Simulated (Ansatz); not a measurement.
# C3H5N (propanenitrile): from total energies to a heat of formation

The species is C3H5N (9 atoms), meant as a singlet with charge 0. As SMILES, `CCC#N`. The shape is that of a PBE0-D4/def2-TZVP optimisation.

```xyz
9

C    -0.4065    0.8280   -0.4382
C    -0.1171   -0.3184    0.5262
C     0.9808   -1.1595    0.0751
N     1.8504   -1.8127   -0.2970
H    -0.6779    0.4488   -1.4240
H    -1.2338    1.4301   -0.0602
H     0.4661    1.4723   -0.5506
H    -0.9992   -0.9530    0.6500
H     0.1373    0.0645    1.5186
```

Total energies at B3LYP/6-31G* (spherical functions) (Ansatz 0.2.0); the atoms run unrestricted:

```
species    state  energy (Eh)
  C3H5N  singlet  -172.064011
      C  triplet   -37.844694
      N  quartet   -54.582875
      H  doublet    -0.500273
```

Harmonic wavenumbers at PBE0-D4/def2-TZVP, in cm⁻¹: 213, 220, 400, 558, 787, 857, 1038, 1096, 1110, 1287, 1347, 1410, 1464, 1490, 1498, 2383, 3066, 3070, 3104, 3150, 3153.

Measured heats of formation of the gaseous atoms at 298.15 K, in kJ/mol: C 716.9, N 472.4, H 218.0. Take 1 Eh = 2625.50 kJ/mol, 1 cm⁻¹ = 0.0119627 kJ/mol, RT = 2.479 kJ/mol.

Problem. What heat of formation follows?

Solution. 
1. Electronic atomisation energy: 3 × (-37.844694) + (-54.582875) + 5 × (-0.500273) − (-172.064011) = 1.445689 Eh = 3795.7 kJ/mol.
2. Zero-point energy: half the sum of the wavenumbers, 16350.5 cm⁻¹ = 195.6 kJ/mol.
3. Thermal vibrational enthalpy, Σ hcν̃/(exp(hcν̃/kT) − 1): 4.8 kJ/mol. Translation, rotation and pV of a non-linear molecule: 4 RT = 9.9 kJ/mol.
4. The 9 free atoms carry 5/2 RT each: 55.8 kJ/mol.
5. Spin-orbit coupling lowers the free atoms by 3 × 0.02 = 0.1 kJ/mol.
6. Atomisation enthalpy at 298 K: 3795.7 − 0.1 − 195.6 − 4.8 − 9.9 + 55.8 = 3641.1 kJ/mol.
7. Sum of the atoms' heats of formation: 3713.1 kJ/mol. Heat of formation: 3713.1 − 3641.1 = +72.0 kJ/mol.

The tabulated value is +51.7 kJ/mol (CRC Handbook of Chemistry and Physics), so this level is off by +20.3 kJ/mol, or 0.6 % of the atomisation enthalpy that the table implies (3661.3 kJ/mol). Anharmonicity and any spin-orbit splitting of the molecule are left out.
